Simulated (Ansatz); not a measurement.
The cluster Si3H2⁻. Charge -1, multiplicity 4. Geometry B3LYP-D4/def2-TZVPD.

| atom | x (Å) | y (Å) | z (Å) |
| --- | --- | --- | --- |
| Si1 | 0.0659 | -1.3531 | -0.1906 |
| Si2 | -1.8488 | -0.1079 | 0.3092 |
| Si3 | 0.1715 | 0.7078 | 1.1564 |
| H4 | 0.8703 | 1.7058 | 0.2299 |
| H5 | 0.7412 | -0.9525 | -1.5049 |

At PBE-D4/def2-TZVPD, r2SCAN-D4/def2-TZVPD, r2SCANh-D4/def2-TZVPD the highest occupied level of the charge -1 quartet lies above zero (up to 0.60 eV). It is a level of α spin, whose loss leaves a triplet; that state wasn't run at this geometry and level. The electron is either unbound and held by the finite basis, or the level is raised by self-interaction error. At PBE0-D4/def2-TZVPD a doublet of charge -1 lies 0.76 eV below the quartet, each at its own geometry. The structure comes from a short search, and lower isomers may exist.

(1) Estimate the α-spin orbital energies around the gap (eV) in Ansatz with PBE-D4/def2-TZVPD, r2SCAN-D4/def2-TZVPD, r2SCANh-D4/def2-TZVPD, PBE0-D4/def2-TZVPD, r2SCAN0-D4/def2-TZVPD.

Results:

(1) 
```csv
orbital,PBE-D4/def2-TZVPD,r2SCAN-D4/def2-TZVPD,r2SCANh-D4/def2-TZVPD,PBE0-D4/def2-TZVPD,r2SCAN0-D4/def2-TZVPD
HOMO−9,-89.27,-91.41,-93.36,-94.75,-96.29
HOMO−8,-9.44,-10.07,-10.75,-11.40,-11.77
HOMO−7,-6.50,-7.00,-7.58,-8.14,-8.46
HOMO−6,-5.72,-6.21,-6.77,-7.31,-7.62
HOMO−5,-3.16,-3.51,-3.95,-4.41,-4.63
HOMO−4,-2.09,-2.35,-2.76,-3.21,-3.36
HOMO−3,-1.29,-1.55,-1.92,-2.30,-2.48
HOMO−2,-0.48,-0.75,-1.07,-1.35,-1.54
HOMO−1,-0.07,-0.31,-0.65,-0.97,-1.16
HOMO,0.60,0.33,0.00,-0.28,-0.49
LUMO,2.97,3.34,3.52,3.49,3.77
LUMO+1,3.07,3.53,3.69,3.58,3.89
LUMO+2,3.48,3.74,3.95,4.13,4.26
LUMO+3,3.58,4.01,4.18,4.15,4.43
LUMO+4,4.21,4.73,4.87,4.77,5.08
LUMO+5,4.82,5.32,5.52,5.42,5.75
β HOMO,-0.55,-0.65,-0.91,-1.22,-1.29
β LUMO,0.53,0.72,0.99,1.25,1.39
```
